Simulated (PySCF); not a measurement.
## chlorosilane and hydrogen chloride

A gas-phase complex of chlorosilane and hydrogen chloride; neutral, singlet. The structure comes from a short search (a few tight-binding starts) and was relaxed by PBE0-D3(BJ)/def2-SVPD; another way of binding may lie lower. No frequency run checks that it is a minimum.

```csv
part,name,SMILES,atoms,charge,multiplicity
1,chlorosilane,[SiH3]Cl,1–5,0,1
2,hydrogen chloride,Cl,6–7,0,1
```

```csv
atom,part,x (Å),y (Å),z (Å)
Si1,1,-0.069,-0.056,0.015
Cl2,1,1.954,0.197,-0.486
H3,1,-0.110,-0.556,1.413
H4,1,-0.721,1.271,-0.116
H5,1,-0.639,-1.046,-0.935
Cl6,2,1.233,3.347,-2.152
H7,2,1.640,2.249,-1.591
```

| contact | kind (by geometry) | distance (Å) | angle (°) |
| --- | --- | --- | --- |
| H7···Cl2 | hydrogen bond | 2.351 | 169 |

Interaction energies are complex less parts, with the parts frozen as they stand in it; counterpoise-corrected, in kcal/mol (PySCF). The CCSD(T) estimate is Hartree-Fock/aug-cc-pVTZ, plus the MP2 correlation part extrapolated as X⁻³ from aug-cc-pVDZ and aug-cc-pVTZ, plus CCSD(T) less MP2 in aug-cc-pVDZ; noble-gas cores are frozen. It isn't the exact limit.

(1) Give the interaction energy at each level run.

(2) What holds them together? Decompose the MP2/aug-cc-pVTZ energy: frozen parts, their antisymmetrised product, then relaxation.

The orbital and correlation terms together hold the superposition error of 0.7 kcal/mol.

## Answers

(1) 
```csv
level,interaction,superposition error removed
Hartree-Fock/aug-cc-pVTZ,0.33,-
MP2/aug-cc-pVTZ,-2.78,-0.66
"CCSD(T), estimated basis limit",-2.56,-
```

(2) electrostatic -4.0, Pauli repulsion +6.8, orbital relaxation -2.5, correlation -3.7 kcal/mol, which sum to the value before the counterpoise correction, the first three by Hartree-Fock. Of the attraction, 39 % is electrostatic, 36 % is correlation, 25 % is orbital relaxation.
